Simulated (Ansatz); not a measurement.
**BClFH (SMILES FBCl): functionals against CCSD(T) at one geometry**

A test off equilibrium: a structure displaced at random from a GFN2-xTB minimum is computed at several levels, and each is set against CCSD(T).

Computed with Ansatz 0.2.0, Gaussian basis. Level: single points in def2-TZVPP.

Cores are frozen in the correlated methods.

### 1 The system as given

SMILES `FBCl`, 4 atoms, charge 0, spin multiplicity 1.

Atoms are counted from 1 here; the program's logs count them from 0.

Bond lengths: F1–B2 1.476 Å, B2–Cl3 1.724 Å, B2–H4 1.191 Å. Angles: F1–B2–Cl3 117.5°, F1–B2–H4 116.2°, Cl3–B2–H4 126.3°.

Coordinates:

```xyz
4
charge 0, multiplicity 1
F     1.31540    0.32180   -0.52200
B     0.03430   -0.09520    0.07980
Cl   -1.41110    0.56600   -0.58760
H     0.10490   -0.86710    0.98470
```

### 2 CCSD(T)/def2-TZVPP

Contents of run/in.yaml:

```yaml
crystal:
  periodic: [false, false, false]
  atoms:
    - {symbol: F, position_ang: [1.315400, 0.321800, -0.522000]}
    - {symbol: B, position_ang: [0.034300, -0.095200, 0.079800]}
    - {symbol: Cl, position_ang: [-1.411100, 0.566000, -0.587600]}
    - {symbol: H, position_ang: [0.104900, -0.867100, 0.984700]}
basis:
  gaussian: {orbitals: def2-TZVPP}
correlation: {method: ccsd_t}
output: {forces: true}
```

No record of the launch command was kept for these runs.

### 3 PBE0-D4/def2-TZVPP

Edit run/in.yaml of step 2 so:

```diff
@@ -9,3 +9,3 @@
   gaussian: {orbitals: def2-TZVPP}
-correlation: {method: ccsd_t}
-output: {forces: true}
+hamiltonian: {xc: pbe0, dispersion: d4}
+output: {forces: true, orbitals: {seedname: orbitals}}
```

### 4 wB97M-V/def2-TZVPP

Edit run/in.yaml of step 3 so:

```diff
@@ -9,3 +9,3 @@
   gaussian: {orbitals: def2-TZVPP}
-hamiltonian: {xc: pbe0, dispersion: d4}
-output: {forces: true, orbitals: {seedname: orbitals}}
+hamiltonian: {xc: {name: wB97M-V}}
+output: {forces: true}
```

### 5 r2SCAN-D4/def2-TZVPP

Edit run/in.yaml of step 4 so:

```diff
@@ -9,3 +9,3 @@
   gaussian: {orbitals: def2-TZVPP}
-hamiltonian: {xc: {name: wB97M-V}}
+hamiltonian: {xc: r2scan, dispersion: d4}
 output: {forces: true}
```

### 6 PBE-D4/def2-TZVPP

Edit run/in.yaml of step 5 so:

```diff
@@ -9,3 +9,3 @@
   gaussian: {orbitals: def2-TZVPP}
-hamiltonian: {xc: r2scan, dispersion: d4}
+hamiltonian: {xc: pbe, dispersion: d4}
 output: {forces: true}
```

### 7 r2SCAN0-D4/def2-TZVPP

Edit run/in.yaml of step 6 so:

```diff
@@ -9,3 +9,3 @@
   gaussian: {orbitals: def2-TZVPP}
-hamiltonian: {xc: pbe, dispersion: d4}
+hamiltonian: {xc: {name: r2SCAN0}, dispersion: d4}
 output: {forces: true}
```

### 8 wB97X-V/def2-TZVPP

Edit run/in.yaml of step 7 so:

```diff
@@ -9,3 +9,3 @@
   gaussian: {orbitals: def2-TZVPP}
-hamiltonian: {xc: {name: r2SCAN0}, dispersion: d4}
+hamiltonian: {xc: {name: wB97X-V}}
 output: {forces: true}
```

(Steps that only read results are left out.)

Before running it: what results should come out? Wanted: energy less free atoms, CCSD(T)/def2-TZVPP; RMS force component; RMS force error; HOMO and LUMO, PBE0-D4; T1 diagnostic.

As calculated:

```
                                  quantity                                                                                              value
energy less free atoms, CCSD(T)/def2-TZVPP                                                                                    -342.2 kcal/mol
                       RMS force component                                                               1.575 to 1.856 eV/Å over the methods
                           RMS force error  PBE0-D4 0.088, wB97M-V 0.056, r2SCAN-D4 0.060, PBE-D4 0.203, r2SCAN0-D4 0.137, wB97X-V 0.055 eV/Å
                    HOMO and LUMO, PBE0-D4                                                                                 -9.84 and -1.61 eV
                             T1 diagnostic                                                                                              0.014
```

What this shows: Against CCSD(T) the functionals' energies less atoms differ by -20.2 to -4.8 kcal/mol, PBE-D4 by -20.2 kcal/mol. The reference is not at the basis limit: in triple zeta CCSD(T) underbinds, which counts against methods that bind more; the gaps are no ranking. The forces of wB97X-V come nearest to CCSD(T), those of PBE-D4 are farthest. Frozen-core CCSD(T) forces in triple zeta carry basis errors of their own, and this is one geometry, so small gaps rank nothing.
